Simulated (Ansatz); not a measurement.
Ligand exchange: C3H6 + BH(SH)2 → C2H4S + BH(CH3)(SH)

Species: C3H6 (propene) `C=CC`, singlet; BH(SH)2, singlet; C2H4S `C=CS`, singlet; BH(CH3)(SH), singlet. The partners trade CH3 for SH: C–CH3 and B–SH bonds give way to C–SH and B–CH3.

Shapes, held fixed at every level: PBE0-D4/def2-TZVP. Flexible molecules stand in one conformer, not always the lowest. Programs: Ansatz 0.2.0. Electronic energies: no zero-point or thermal term.

Q: Estimate ΔE of this reaction.

A: The highest level, CCSD(T)/CBS estimate, gives ΔE = +78.2 kJ/mol; the levels span +75.8 to +79.9. The column of differences is taken from that level and isn't an error. No measured value is set beside it here. The CBS estimate extrapolates MP2 from def2-TZVPP and def2-QZVPP and adds CCSD(T) − MP2 in the triple-zeta set, cores frozen. Times are processor times on shared x86 and Arm servers, and rough.

```tsv
level	kind	ΔE (kJ/mol)	less CCSD(T)/CBS estimate	CPU time (sum over the molecules)
HF/def2-TZVPP	Hartree–Fock	+79.9	+1.7	–
r2SCAN-D4/def2-TZVPP	meta-GGA	+75.8	-2.4	22 s
wB97M-V/def2-TZVPP	range-separated hybrid	+76.1	-2.1	49 s
wB97X-V/def2-TZVPP	range-separated hybrid	+76.7	-1.5	36 s
CCSD(T)/def2-TZVPP	coupled cluster or CI	+79.7	+1.5	2 min
CCSD/def2-TZVPP	coupled cluster or CI	+79.7	+1.5	–
CCSD(T)/CBS estimate	coupled cluster or CI	+78.2	0.0	3.1 min
```
